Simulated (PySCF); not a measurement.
How methods differ on the ionisation energy of Ne

Ne [Ne] (1S) → Ne⁺ [He] 2s2 2p5 (2P), as a difference of total energies. Calculation: PySCF 2.14, in x2c-QZVPPall (7s4p3d2f1g, 57 functions); scalar relativity by spin-free X2C-1e. Correlated levels: valence: 1s2 frozen; valence and next inner shell: nothing frozen. The calculations carry no spin-orbit coupling.

Task: Order these methods by the ionisation energy they give, lowest first.
A. HSE06
B. MP2 (valence)
C. LDA
D. SCS-MP2 (valence)

Result: A (21.426 eV), D (21.523 eV), B (21.663 eV), C (22.160 eV).

Errors of the correlated levels include the incompleteness of this basis and the frozen core.

For comparison: 21.597 eV (measured; NIST levels, between the centres of gravity of the two terms).
